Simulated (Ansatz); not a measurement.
## C₃H₇N, SMILES C1CNC1: a ladder of methods at one geometry, step by step

Program: Ansatz 0.2.0 through its Python package.

Run as a notebook:

```python
import ansatz
from rdkit import Chem
from rdkit.Chem import AllChem
```

```python
BASIS = 'def2-SVP'
```

```python
rd = Chem.AddHs(Chem.MolFromSmiles('C1CNC1'))
AllChem.EmbedMolecule(rd, randomSeed=150)
AllChem.UFFOptimizeMolecule(rd)
geometry = ansatz.Crystal.molecule()
for atom, xyz in zip(rd.GetAtoms(), rd.GetConformer().GetPositions()):
    geometry = geometry.atom(atom.GetSymbol(), xyz.round(5).tolist())
```

```python
setup = geometry.calculation().basis(gaussian=BASIS)
```

```python
methods = ['mp2', 'ccsd', 'ccsd_t']
reports = [setup.correlation(m).run().report for m in methods]
print(f'Hartree-Fock reference {reports[0]["reference_energy_ev"] / 27.211386246:.6f} Ha')
best = reports[-1]['free_energy_ev'] - reports[-1]['reference_energy_ev']
for method, each in zip(methods, reports):
    gained = each['free_energy_ev'] - each['reference_energy_ev']
    print(f'{method:8s} total {each["free_energy_ev"] / 27.211386246:.6f} Ha  correlation {gained:9.4f} eV  ({100 * gained / best:.1f} % of the last)')
```

    Hartree-Fock reference -171.940456 Ha
    mp2      total -172.530032 Ha  correlation  -16.0432 eV  (89.9 % of the last)
    ccsd     total -172.576984 Ha  correlation  -17.3208 eV  (97.1 % of the last)
    ccsd_t   total -172.596225 Ha  correlation  -17.8444 eV  (100.0 % of the last)

These settings explore the input space; basis and method may be short of convergence. The geometry is a force-field or estimated start, not a minimum of this method, and the basis set is short of its limit. A lower total doesn't mark the better method: functionals have no common bound, and MP2 and coupled cluster aren't variational. Inner cores stay frozen, so this is valence correlation. It ran for 15 s on 1 thread of Arm Neoverse V2 (shared host), peak memory 0.48 GiB.

(Lines on the test bed's own set-up are left out of the output.)
